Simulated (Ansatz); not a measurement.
# AlH (triplet): the correlation ladder, def2-QZVPP

The task here is to estimate one member of a computed series from the others.

Method: def2-QZVPP, core rule «outside noble gas», up to 5 orbitals frozen; program: Ansatz 0.2.0, Gaussian basis.

Plan: UHF; ROHF; CCSD(T) on UHF.

2 further runs of the same task are left out: 2 set aside as unsound or not needed.

### The geometry

The geometry is a PBE0/def2-TZVP stationary point (not a proven minimum) of the parent state, kept for this charge and spin.

2 atoms, charge 0, spin multiplicity 3.

Atoms are counted from 1 here; the program's logs count them from 0.

Bond lengths: Al1–H2 1.665 Å.

The first run:

The input, in.yaml:

```yaml
crystal:
  periodic: [false, false, false]
  atoms:
    - {symbol: Al, position_ang: [0.000000, 0.000000, 0.000000]}
    - {symbol: H, position_ang: [0.000000, 0.000000, 1.664886]}
basis:
  gaussian: {orbitals: "def2-QZVPP.json"}
magnetization: {spin_polarized: true, initial_magnetization: 2}
hamiltonian: {xc: hf}
output: {orbitals: {seedname: orbitals}}
```

The run is started by

```console
> ansatz run in.yaml --threads 1 --pin off --events-out ev --progress --plain --max-ram 2393MiB
```

Steps of the session up to this table: UHF; ROHF; CCSD(T) on UHF.

One of the session's tables, all rows but one given; the rest of the session is left out.

| method | from UCCSD(T) (kcal/mol) |
| --- | --- |
| ROHF | +39.12 |
| UHF | +37.90 |
| UMP2 | ? |
| UCCSD | +1.06 |
| UCCSD(T) | 0 |

**Question.** Estimate the row for UMP2.

The run gave: from UCCSD(T) (kcal/mol): +9.80. In the column «from UCCSD(T) (kcal/mol)» it lies between UCCSD (+1.06) and UHF (+37.90).
